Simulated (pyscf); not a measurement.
Routes from `[CH3][CH][Cl]` [doublet] + `[ClH]`

Candidate steps break at most two bonds and form at most two. Each was searched with GFN2-xTB (tblite) first. Optimised with ωB97X-D3(BJ)/def2-SVP in PySCF. Energies: ωB97M-D3(BJ)/def2-TZVP, kcal/mol, from the separated reactants, doublet surface; ΔG‡ with ideal gas, 1 atm, RRHO with modes under 100 cm⁻¹ raised to 100, one conformer, R ln 2 for chiral ones without a mode under 150 cm⁻¹.

| products | type | ΔE‡ | ΔE | ΔG‡ 298 K | ΔG‡ 900 K | ν‡ (cm⁻¹) |
|---|---|---|---|---|---|---|
| H₃C–CH₂–Cl + Cl• | hydrogen abstraction | 2.3 | +2.1 | 11.7 | 32.2 | 941i |
| H₃C–CH(Cl)–Cl + H• | atom transfer | 34.5 | +24.5 | 42.8 | 62.6 | 1172i |

Plain bond fissions and candidates not yet searched are not listed, and one of them may be faster. Each barrier is that of the saddle found; lower ones may exist. Left out: orbital degeneracy and the spin-orbit lowering of Cl.
